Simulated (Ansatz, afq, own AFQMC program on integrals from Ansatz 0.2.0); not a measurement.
**B2⁺, doublet: AFQMC among the cluster methods**

```xyz
2

B     0.0000    0.0000    0.0000
B     0.0000    0.0000    1.6406
```

Basis cc-pVDZ. Noble-gas cores (and the filled d shells of Ga–Kr and In–Xe) are frozen. Integrals, coupled cluster, full CI and functionals: Ansatz 0.2.0; the random walks run on the same integrals in our own AFQMC program. The CISD trial takes its coefficients from CCSD amplitudes. Released means that phaseless walkers are propagated on without the constraint, phases kept. Uncertainties: one standard error, sampling alone.

Determinant: ROHF, the one that the program's search chose, which needn't be the lowest solution. The geometry is a PBE0/def2-TZVP stationary point of this or a neighbouring charge and spin state.

Full CI on the same integrals is exact in this basis and with this determinant's frozen core.

Cautions: a spin-contaminated unrestricted determinant lies lower (UHF 1.90 eV lower, ⟨S²⟩ 1.67); the search met a lower determinant of the same kind, perhaps of another symmetry (331 meV lower), and this one is a saddle point; strong correlation (T1 0.041, weight of the determinant 0.79, largest double 0.36); (T) is large, 7 % of the CCSD correlation; the CCSD(T) amplitudes may be one of several solutions (largest double 0.36); the CCSDT(Q) amplitudes may be one of several solutions (largest double 0.39); the CCSDTQ amplitudes may be one of several solutions (largest double 0.39); the released energies are still falling, so no released level is given (meV from the phaseless value at times in 1/Eh: -16 ± 3 at 0.24, -25 ± 3 at 0.51, -44.9 ± 2.5 at 0.99, -54 ± 5 at 1.62, -61 ± 4 at 2.40).

* T1 diagnostic: 0.0414
* weight of the determinant in the CISD state: 0.790
* size of the correlated space: 5 electrons in 26 orbitals

Reference: full CI, correlation energy -4.701 eV.

```csv
level,E − E(reference) (kJ/mol),share of correlation (%)
HF,453.6,0.00
MP2,148.8,67.18
CCSD,34.7,92.34
CCSD(T),6.8,98.50
CCSDT,1.7,99.63
CCSDT(Q),0.2,99.96
CCSDTQ,0.0,99.99
ph-AFQMC/CISD,9.2 ± 0.3,97.98
```

CCSDT and higher add their correlation energy to the determinant of the CCSD(T) run, since their own runs factorise the integrals more tightly (a shift of under 2 meV). A walk keeps the symmetry of its determinant, which the program's search chose and which needn't be the lowest solution, so a lower state of the same spin and another symmetry isn't excluded.
